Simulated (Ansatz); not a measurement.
Rhombohedral A7 Sb was calculated with PBE0 (PAW; Ansatz, a program for electronic structure).

Numerical settings: plane-wave cutoff 460 eV, 8×8×8 k mesh, Fermi–Dirac smearing 0.05 eV, scalar-relativistic PAW data made under PBE.

Computed at the level's own relaxed cell.

Task: Give the computed lattice parameter a and c axis length.

Result: 
- lattice parameter a: 4.305 Å
- c axis length: 11.765 Å

Measured, for comparison: lattice constant a 4.301 Å, lattice parameter c 11.232 Å (78 K, zero-point motion not removed; as tabulated in Schiferl, Barrett, J. Appl. Cryst. 2, 30 (1969), COD 9009654). Computed (rounded) less measured: lattice constant a +0.1 %, lattice parameter c +4.7 %.

Note: the cell comes from a level without a dispersion term, which matters for the spacing of layers, chains or molecules.

Spin–orbit coupling is not included.

Static lattice: no zero-point or thermal effects.

The result took very roughly 50 core-minutes.
